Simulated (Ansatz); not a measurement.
# hcp Co

All values below come from LDA (Ansatz, an electronic-structure program, PAW).

Run with plane-wave cutoff 520 eV, 30×30×16 k mesh (along the axes of the cell as run), Fermi–Dirac smearing 0.038 eV (set by the program), spin-polarised with parallel moments, scalar-relativistic PAW data made under PBE.

Cell (relaxed at this level):

```cif
data_Co2
_chemical_formula_sum 'Co2'
_space_group_name_H-M_alt 'P 1'
_space_group_IT_number 1
_cell_length_a 2.42882
_cell_length_b 2.42882
_cell_length_c 3.91854
_cell_angle_alpha 90.000
_cell_angle_beta 90.000
_cell_angle_gamma 120.000
loop_
_space_group_symop_operation_xyz
  'x, y, z'
loop_
_atom_site_label
_atom_site_type_symbol
_atom_site_fract_x
_atom_site_fract_y
_atom_site_fract_z
_atom_site_occupancy
Co1 Co 0.66667 0.33333 0.75000 1
Co2 Co 0.33333 0.66667 0.25000 1
```

```
Property                                    Value
----------------------------------------  -------
elastic constant C11                      462 GPa
elastic constant C12                      206 GPa
elastic constant C13                      150 GPa
elastic constant C33                      513 GPa
elastic constant C44                      121 GPa
elastic constant C66                      128 GPa
Voigt–Reuss–Hill bulk modulus             272 GPa
polycrystal shear modulus (Hill average)  135 GPa
Young modulus                             346 GPa
Poisson ratio                               0.288
```

Measured, for comparison: elastic constant C11 306 GPa, elastic constant C12 165 GPa, elastic constant C13 102 GPa, elastic constant C33 357 GPa, elastic constant C44 75 GPa (temperature not stated, not corrected to a static lattice; as tabulated in Steinle-Neumann et al. (1999), arXiv:cond-mat/9904431). Computed (rounded) less measured: elastic constant C11 +51 %, elastic constant C12 +25 %, elastic constant C13 +47 %, elastic constant C33 +44 %, elastic constant C44 +61 %.

Elastic constants are with the ions relaxed.

Static lattice: no zero-point or thermal effects.

It cost around 90 core-minutes (rough) of CPU time.
